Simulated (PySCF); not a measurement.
Species: C₆H₁₂.
Cartesian coordinates in Å at the PBE0-D3(BJ)/def2-SVP level; atoms count from 1:
```xyz
18
C6H12 angstrom
C      2.4239    0.0007   -0.5005
C      1.5978    0.3550    0.6925
C      0.2684    0.2704    0.8251
C     -0.7356   -0.1998   -0.1880
C     -1.7166    0.9222   -0.5292
C     -1.4736   -1.4370    0.3244
H      2.9957    0.8745   -0.8560
H      3.1675   -0.7736   -0.2469
H      1.8239   -0.3727   -1.3418
H      2.1617    0.7276    1.5568
H     -0.1646    0.5784    1.7868
H     -0.2061   -0.4801   -1.1139
H     -1.1936    1.8022   -0.9328
H     -2.2702    1.2449    0.3684
H     -2.4563    0.5898   -1.2749
H     -2.2112   -1.7928   -0.4124
H     -2.0169   -1.2109    1.2571
H     -0.7749   -2.2602    0.5366
```

The closed-shell ground state was solved at several levels (PySCF, density fitting, gas phase, non-relativistic).

```csv
level,basis functions,total energy (Eh),HOMO (eV),LUMO (eV),gap (eV),dipole (D)
B3LYP/pcJ-1,282,-235.8735,-6.70,0.49,7.19,0.31
B3LYP/pcSseg-1,162,-235.8299,-6.71,0.48,7.19,0.33
PBE0/def2-SVPD,216,-235.3969,-6.94,0.62,7.56,0.35
```

(1) Estimate the row for PBE0/pcSseg-1, a basis of 162 functions; the other rows only guide the guess.

(2) How far do the dipole and the HOMO energy spread over the levels?

## Answers

(1) Total energy -235.5213 Eh, HOMO -6.93 eV, LUMO 0.71 eV, gap 7.64 eV, dipole 0.34 D.

(2) The dipole runs from 0.31 to 0.35 D (mean 0.33 D) and the HOMO from -6.94 to -6.70 eV.

One conformer stands for the species.
